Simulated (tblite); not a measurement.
C4H7S (doublet state).
Cartesian coordinates in Å at the GFN2-xTB level; atoms count from 1:
```xyz
12
C4H7S angstrom
C      1.5417    0.1484   -0.4549
C      0.7012   -0.1673    0.7272
C     -0.6498   -0.2049    0.7509
C     -1.5130    0.0703   -0.4432
S     -1.4482   -0.5864    2.2241
H      0.9549    0.2493   -1.3625
H      2.0836    1.0799   -0.2810
H      2.2887   -0.6331   -0.5960
H      1.2347   -0.3756    1.6447
H     -1.3045   -0.6463   -1.2372
H     -2.5624   -0.0085   -0.1725
H     -1.3256    1.0733   -0.8254
```

The geometry is computed with GFN2-xTB (gas phase). This method treats the open shell by occupation alone, without spin polarisation.

Take the most abundant isotopes and a rigid rotor. The values belong to one conformer with, in the numbering `[CH3:1][CH:2][C:3]([CH3:4])=[S:5]`, C1–C2–C3–C4 0°.

Problem. What are A, B and C (MHz)?

Solution. Ia = 67.32, Ib = 199.21, Ic = 260.28 u·Å²; 505379 MHz·u·Å²/I gives A = 7507, B = 2537, C = 1942 MHz.

Problem. Classify the top.

Solution. An asymmetric top: κ = (2 × 2537 − 7507 − 1942)/(7507 − 1942) = -0.79.

Problem. What does the inertial defect say?

Solution. Not planar: Δ = Ic − Ia − Ib = -6.25 u·Å². For a rigid frame Δ = −2 Σ m c², so Σ m c² = 3.13 u·Å² lies off the ab plane, practically all of it from hydrogen. The atom farthest from that plane is 0.93 Å away.

Problem. List the rotational levels J(Ka,Kc) to J = 5 (MHz).

Solution. Above 0(0,0):
J = 1: 1(0,1) 4479, 1(1,1) 9449, 1(1,0) 10044
J = 2: 2(0,2) 13385, 2(1,2) 17811, 2(1,1) 19597, 2(2,1) 34508, 2(2,0) 34559
J = 3: 3(0,3) 26622, 3(1,3) 30324, 3(1,2) 33892, 3(2,2) 47944, 3(2,1) 48193, 3(3,1) 74315, 3(3,0) 74318
J = 4: 4(0,4) 44054, 4(1,4) 46955, 4(1,3) 52888, 4(2,3) 65819, 4(2,2) 66551, 4(3,2) 92323, 4(3,1) 92341, 4(4,1) 129116, 4(4,0) 129116
J = 5: 5(0,5) 65533, 5(1,5) 67665, 5(1,4) 76519, 5(2,4) 88100, 5(2,3) 89745, 5(3,3) 114862, 5(3,2) 114936, 5(4,2) 151620, 5(4,1) 151621, 5(5,1) 198930, 5(5,0) 198930
Those of J = 1 are B + C, A + C and A + B.

For this open shell read J as N, the rotation without spin; fine and hyperfine splittings come on top. Its GFN2-xTB frequencies are all real (lowest 52 cm⁻¹). These are rigid-rotor constants of the computed structure; measured ground-state constants (B0) also hold zero-point vibration.

On one thread of an Arm Neoverse V2, shared host, this took 0.33 s of wall time. This is the geometry optimisation.
